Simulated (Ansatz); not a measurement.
**doublet [SiH2]+ at 6 levels**

Aim: a comparison of 6 runs (UHF/STO-3G, U-r2SCAN/aug-cc-pVTZ, U-wB97M-V/aug-cc-pVTZ, UB2PLYP/aug-cc-pVTZ, UPBE/aug-cc-pVTZ, UBCCD(T)/aug-cc-pVTZ) of doublet [SiH2]+. 

Program for the calculation: Ansatz 0.2.0.

32 further runs of the same task are left out: 32 set aside as unsound or not needed.

### Step 1. Starting point

[SiH2]+: 3 atoms, total charge +1, spin state doublet. As SMILES of the parent species, `[SiH2]`. The shape is that of a PBE0-D4/def2-TZVP optimisation. That shape belongs to the parent species and isn't relaxed for this state.

Bond lengths: Si1–H2 1.525 Å, Si1–H3 1.525 Å. Angles: H2–Si1–H3 91.2°.

### Step 2. A single-point energy at UHF/STO-3G (run 1)

in.yaml reads:

```yaml
crystal:
  periodic: [false, false, false]
  atoms:
    - {symbol: Si, position_ang: [-0.491200, 0.468600, -0.213600]}
    - {symbol: H, position_ang: [0.840300, 0.578600, 0.522500]}
    - {symbol: H, position_ang: [-0.349100, -1.047200, -0.308900]}
basis:
  gaussian: {orbitals: STO-3G}
total_charge: 1
magnetization: {spin_polarized: true, initial_magnetization: 1}
hamiltonian: {xc: hf}
accuracy: high
output: {orbitals: {seedname: orbitals}}
```

Launch:

```
$ ansatz run in.yaml --threads 1 --pin off --max-ram 3480MiB --events-out events.jsonl --progress --plain --runs-dir runs
```

What it wrote:

```text
Warning: RAYON_NUM_THREADS=1 ignored (pool sized by the plan → 1); use --threads N
Functional definition: HF
  name "HF"
  exchange = exact_x
  correlation = 0
162 factors; integrals over basis functions are off by at most 8.4e-9 eV
mean field evaluation 1: about -7793.9388 eV, gradient 7.1e0 eV
mean field evaluation 2: about -7793.9407 eV, gradient 7.1e0 eV
mean field evaluation 4: about -7794.5529 eV, gradient 6.2e-1 eV
mean field evaluation 8: about -7794.5613 eV, gradient 8.2e-7 eV
mean field -7794.56128324 eV, -286.4448438155 hartree, gradient 4.7e-8 eV, S^2 0.754432; 0 other end points of the search recorded, 0 dependent functions left out
reference -7794.56128324 eV, -286.4448438155 hartree; 8, 7 occupied and 3, 4 virtual orbitals, 162 factors
Total energy: -7794.56128324 eV, -286.4448438155 hartree
```

It took 0.06 s on 1 thread of Arm Neoverse V1, shared host.

### Step 3. A single-point energy at U-r2SCAN/aug-cc-pVTZ (run 2)

molecule.yaml reads:

```yaml
crystal:
  periodic: [false, false, false]
  atoms:
    - {symbol: Si, position_ang: [-0.491200, 0.468600, -0.213600]}
    - {symbol: H, position_ang: [0.840300, 0.578600, 0.522500]}
    - {symbol: H, position_ang: [-0.349100, -1.047200, -0.308900]}
basis:
  gaussian: {orbitals: aug-cc-pVTZ}
hamiltonian: {xc: {name: r2SCAN}}
magnetization: {spin_polarized: true, initial_magnetization: 1}
accuracy: high
output: {orbitals: {seedname: orbitals}}
total_charge: 1
```

Launch:

```
$ ansatz run molecule.yaml --threads 1 --pin off --max-ram 3480MiB --events-out events.jsonl --progress --plain --runs-dir runs
```

What it wrote:

```text
Warning: RAYON_NUM_THREADS=1 ignored (pool sized by the plan → 1); use --threads N
Functional definition: r2SCAN
  name "r2SCAN"
  parameter k0 = 0.174
  parameter k1 = 0.065
  parameter a1 = 4.9479
  exchange = r2scan_x(k0 = k0, k1 = k1, a1 = a1)
  correlation = r2scan_c
1418 factors; integrals over basis functions are off by at most 3.9e-9 eV
mean field evaluation 1: about -7896.6229 eV, gradient 1.2e1 eV
mean field evaluation 2: about -7897.0404 eV, gradient 9.3e0 eV
mean field evaluation 4: about -7897.8521 eV, gradient 3.6e-1 eV
mean field evaluation 8: about -7897.8521 eV, gradient 1.9e-2 eV
mean field evaluation 16: about -7897.8521 eV, gradient 1.2e-5 eV
mean field -7897.85208113 eV, -290.2407106249 hartree, gradient 3.0e-8 eV, S^2 0.754674; 0 other end points of the search recorded, 0 dependent functions left out
reference -7897.85208350 eV, -290.2407107123 hartree; 8, 7 occupied and 88, 89 virtual orbitals, 1418 factors
Total energy: -7897.85208350 eV, -290.2407107123 hartree
```

Run time: 11 s. Hardware: 1 thread of Arm Neoverse V1, shared host; peak memory 0.27 GiB.

Runs 3 to 5 aren't shown in full; the table further down has their settings and results.

### Step 4. The energy at UBCCD(T)/aug-cc-pVTZ (run 6)

input.yaml reads:

```yaml
basis:
  gaussian:
    orbitals: aug-cc-pVTZ
crystal:
  periodic: [false, false, false]
  atoms:
    - {symbol: Si, position_ang: [-0.491200, 0.468600, -0.213600]}
    - {symbol: H, position_ang: [0.840300, 0.578600, 0.522500]}
    - {symbol: H, position_ang: [-0.349100, -1.047200, -0.308900]}
total_charge: 1
magnetization:
  spin_polarized: true
  initial_magnetization: 1
correlation:
  method: bccd_t
  frozen_orbitals: {H: 0, Si: 5}
accuracy: high
scf:
  omitted_lower_state_checks: [cluster_reference, increment]
```

Launch:

```
$ ansatz run input.yaml --threads 1 --pin off --max-ram 3480MiB --events-out events.jsonl --progress --plain --runs-dir runs
```

What it wrote, cut to the lines that bear on the results:

```text
Warning: RAYON_NUM_THREADS=1 ignored (pool sized by the plan → 1); use --threads N
[... 2 set-up lines as earlier in the session ...]
[...]
1418 factors; integrals over basis functions are off by at most 3.9e-9 eV
[...]
mean field -7883.71637120 eV, -289.7212328667 hartree, gradient 2.7e-8 eV, S^2 0.760924; 0 other end points of the search recorded, 0 dependent functions left out
5 core orbitals not correlated: weight in the atoms' cores, before any rotation towards them, 1.000 or more for the frozen orbitals, at most 0.000 for the correlated occupied ones
reference -7883.71637120 eV, -289.7212328667 hartree; 3, 2 occupied and 88, 89 virtual orbitals, 1418 factors
second order -2.13023603 eV of doubles, -0.00000000 eV of singles
cycle   1  -2.52126861 eV  change   -3.9e-1 eV  update   5.2e-2
[...]
cycle  21  -2.70781854 eV  change   9.5e-11 eV  update  6.2e-10
perturbative correction -0.06697814 eV, -0.0024614013 hartree
Total energy: -7886.49116789 eV, -289.8232047641 hartree
Checks for a lower state left out: cluster_reference, increment
```

Run time: 14 s. Hardware: 1 thread of Arm Neoverse V1, shared host; peak memory 1.1 GiB.

### Step 5. The series

| run | level | frozen core orbitals | energy (Eh) | HOMO energy (eV) | LUMO energy (eV) | ⟨S²⟩ | wall time |
| --- | --- | --- | --- | --- | --- | --- | --- |
| 1 | UHF/STO-3G | – | -286.444844 | -17.99 | -5.52 | 0.754 | 0.06 s |
| 2 | U-r2SCAN/aug-cc-pVTZ | – | -290.240711 | -15.06 | -12.27 | 0.755 | 11 s |
| 3 | U-wB97M-V/aug-cc-pVTZ | – | -290.244641 | -17.73 | -9.95 | 0.752 | 33 s |
| 4 | UB2PLYP/aug-cc-pVTZ | 5 | -290.151315 | -16.98 | -10.44 | 0.757 | 6.9 s |
| 5 | UPBE/aug-cc-pVTZ | – | -290.117215 | -14.65 | -12.81 | 0.752 | 4.8 s |
| 6 | UBCCD(T)/aug-cc-pVTZ | 5 | -289.823205 | – | – | 0.761 | 14 s |

### Step 6. What came out

| quantity | value |
| --- | --- |
| run 6: total energy | -289.82320 Eh |
| run 6: correlation energy (5 core orbitals frozen) | -102.0 mEh |
| run 6: (T) correction | -2.46 mEh |
| run 6: ⟨S²⟩ of the reference determinant | 0.761 |

What this shows: Totals of different functionals can't be ranked against each other. In run 1 the basis is minimal, so the values are rough. All runs together took 69 s, the longest 33 s.
